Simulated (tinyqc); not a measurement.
CCSD on RHF in the sto-6g basis, for H2O, spin multiplicity 1, step by step. One step of it, computed by the program tinyqc.

Question. CCSD: starting amplitudes. t_ij^ab = <ij||ab> / (e_i + e_j - e_a - e_b), whose energy is MP2.

orbital energies (hartree): MO1 -20.541716, MO2 -1.215344, MO3 -0.517412, MO4 -0.459614, MO5 -0.400465, MO6 0.441764, MO7 0.530623

Two-electron integrals over orbitals (pq|rs), unique and non-zero (hartree):
```
(11|11) 4.763857    (21|11) -0.441536   (21|21) 0.066012    (22|11) 1.039469
(22|21) -0.016609   (22|22) 0.730057    (31|11) 0.047471    (31|21) -0.006491
(31|22) 0.003948    (31|31) 0.012632    (32|11) -0.037827   (32|21) 0.002569
(32|22) 0.000607    (32|31) 0.017453    (32|32) 0.128900    (33|11) 0.787275
(33|21) -0.005203   (33|22) 0.624817    (33|31) -0.000935   (33|32) 0.003118
(33|33) 0.604856    (41|11) 0.167722    (41|21) -0.023522   (41|22) 0.012013
(41|31) 0.003284    (41|32) -0.000054   (41|33) 0.004892    (41|41) 0.023437
(42|11) -0.157887   (42|21) 0.008379    (42|22) -0.030550   (42|31) -0.000176
(42|32) 0.004316    (42|33) -0.005327   (42|41) 0.016438    (42|42) 0.127384
(43|11) 0.039243    (43|21) -0.001496   (43|22) 0.014607    (43|31) -0.003220
(43|32) 0.018563    (43|33) 0.018943    (43|41) -0.002324   (43|42) -0.023756
(43|43) 0.057277    (44|11) 0.891563    (44|21) -0.010059   (44|22) 0.644140
(44|31) -0.000055   (44|32) -0.027067   (44|33) 0.562094    (44|41) -0.007060
(44|42) -0.075985   (44|43) 0.004840    (44|44) 0.664980    (51|51) 0.026641
(52|51) 0.033254    (52|52) 0.151864    (53|51) -0.003329   (53|52) -0.012194
(53|53) 0.028762    (54|51) -0.011651   (54|52) -0.043597   (54|53) 0.005521
(54|54) 0.045077    (55|11) 1.117104    (55|21) -0.011632   (55|22) 0.758693
(55|31) 0.001189    (55|32) -0.019244   (55|33) 0.613628    (55|41) 0.004186
(55|42) -0.083252   (55|43) 0.021838    (55|44) 0.665295    (55|55) 0.880663
(61|11) 0.166454    (61|21) -0.026555   (61|22) 0.001821    (61|31) 0.006049
(61|32) 0.004427    (61|33) -0.001259   (61|41) -0.004378   (61|42) -0.020691
(61|43) 0.001932    (61|44) 0.013284    (61|55) 0.004102    (61|61) 0.025002
(62|11) -0.228653   (62|21) 0.005468    (62|22) -0.114525   (62|31) 0.002693
(62|32) 0.019821    (62|33) -0.068522   (62|41) -0.017848   (62|42) -0.038145
(62|43) -0.008366   (62|44) -0.040825   (62|55) -0.119380   (62|61) 0.013578
(62|62) 0.089569    (63|11) 0.111407    (63|21) -0.002310   (63|22) 0.052439
(63|31) -0.003338   (63|32) 0.012132    (63|33) 0.043226    (63|41) 0.001167
(63|42) -0.024418   (63|43) 0.029733    (63|44) 0.018876    (63|55) 0.062010
(63|61) -0.000612   (63|62) -0.027781   (63|63) 0.063368    (64|11) -0.289239
(64|21) 0.003694    (64|22) -0.139860   (64|31) -0.002753   (64|32) -0.019548
(64|33) -0.066675   (64|41) 0.001169    (64|42) 0.068011    (64|43) -0.032431
(64|44) -0.117772   (64|55) -0.163364   (64|61) -0.004561   (64|62) 0.045939
(64|63) -0.058025   (64|64) 0.132501    (65|51) -0.010555   (65|52) -0.041758
(65|53) 0.009628    (65|54) -0.009331   (65|65) 0.031775    (66|11) 0.803190
(66|21) -0.007867   (66|22) 0.596868    (66|31) -0.002067   (66|32) -0.051309
(66|33) 0.541723    (66|41) 0.014826    (66|42) 0.039268    (66|43) -0.043644
(66|44) 0.571828    (66|55) 0.586808    (66|61) -0.009181   (66|62) -0.079844
(66|63) -0.018791   (66|64) -0.028226   (66|66) 0.637791    (71|11) 0.090515
(71|21) -0.014744   (71|22) 0.000082    (71|31) -0.012792   (71|32) -0.020572
(71|33) 0.002391    (71|41) 0.001710    (71|42) -0.005475   (71|43) 0.004753
(71|44) 0.004881    (71|55) 0.002186    (71|61) 0.004109    (71|62) -0.002362
(71|63) 0.004278    (71|64) 0.001734    (71|66) 0.002921    (71|71) 0.020609
(72|11) -0.126840   (72|21) 0.002855    (72|22) -0.062769   (72|31) -0.014982
(72|32) -0.049432   (72|33) -0.018570   (72|41) -0.005167   (72|42) -0.000459
(72|43) 0.028130    (72|44) -0.038634   (72|55) -0.064953   (72|61) -0.002464
(72|62) 0.012677    (72|63) 0.016078    (72|64) 0.026770    (72|66) -0.045108
(72|71) 0.016657    (72|72) 0.073940    (73|11) -0.347566   (73|21) 0.006187
(73|22) -0.153051   (73|31) 0.000460    (73|32) 0.042847    (73|33) -0.083261
(73|41) 0.000611    (73|42) 0.073844    (73|43) 0.002673    (73|44) -0.125029
(73|55) -0.190002   (73|61) -0.004476   (73|62) 0.049355    (73|63) -0.018794
(73|64) 0.088397    (73|66) -0.075882   (73|71) -0.003057   (73|72) 0.038606
(73|73) 0.164908    (74|11) -0.046295   (74|21) 0.000316    (74|22) -0.019233
(74|31) 0.007554    (74|32) 0.064233    (74|33) -0.004487   (74|41) -0.001525
(74|42) -0.002281   (74|43) 0.008374    (74|44) -0.032781   (74|55) -0.025971
(74|61) 0.003949    (74|62) 0.017782    (74|63) 0.030708    (74|64) -0.010709
(74|66) -0.051336   (74|71) -0.008651   (74|72) -0.007699   (74|73) 0.043322
(74|74) 0.058884    (75|51) -0.005682   (75|52) -0.022548   (75|53) -0.020902
(75|54) 0.001772    (75|65) 0.004197    (75|75) 0.025783    (76|11) 0.006624
(76|21) -0.000124   (76|22) 0.008639    (76|31) 0.005257    (76|32) 0.052566
(76|33) 0.005451    (76|41) 0.004370    (76|42) 0.011935    (76|43) 0.039199
(76|44) -0.018969   (76|55) 0.001512    (76|61) -0.002061   (76|62) -0.015595
(76|63) 0.024872    (76|64) -0.028356   (76|66) -0.040401   (76|71) -0.006575
(76|72) -0.000574   (76|73) 0.031695    (76|74) 0.028440    (76|76) 0.055590
(77|11) 0.811959    (77|21) -0.007813   (77|22) 0.605485    (77|31) 0.007361
(77|32) 0.061834    (77|33) 0.591069    (77|41) 0.005075    (77|42) -0.012851
(77|43) 0.046083    (77|44) 0.541584    (77|55) 0.594974    (77|61) 0.003045
(77|62) -0.057108   (77|63) 0.061128    (77|64) -0.080028   (77|66) 0.498923
(77|71) -0.006264   (77|72) -0.025421   (77|73) -0.042992   (77|74) 0.035576
(77|76) 0.048445    (77|77) 0.642046
```

Give: Starting amplitudes; correlation energy.

Answer.

Starting amplitudes (spin orbitals 1a, 1b, ...; amplitudes related by a flip of all spins are not repeated; the 24 largest):
```
from      to          t
3a 3b  7a 7b     -0.079
4a 4b  6a 6b     -0.073
3a 4b  6b 7a      0.045
3a 3b  6a 6b     -0.033
3a 4b  6a 6b      0.031
4a 4b  7a 7b     -0.030
3a 4a  6a 7a      0.030
2a 2b  6a 6b     -0.027
3a 4b  7a 7b     -0.021
2a 2b  7a 7b     -0.021
5a 5b  6a 6b     -0.019
2a 3b  6a 7b     -0.018
2a 4b  6a 6b     -0.018
3a 4b  6a 7b     -0.016
5a 5b  7a 7b     -0.014
2a 3b  7a 7b     -0.014
2a 3a  6a 7a     -0.012
2a 3b  6a 6b      0.011
2a 4b  6b 7a      0.010
3a 3b  6a 7b      0.009
2a 4b  6a 7b     -0.007
2a 3b  6b 7a      0.006
4a 4b  6a 7b      0.006
2a 2b  6a 7b  -3.73e-03
```

correlation energy = -0.05704 hartree
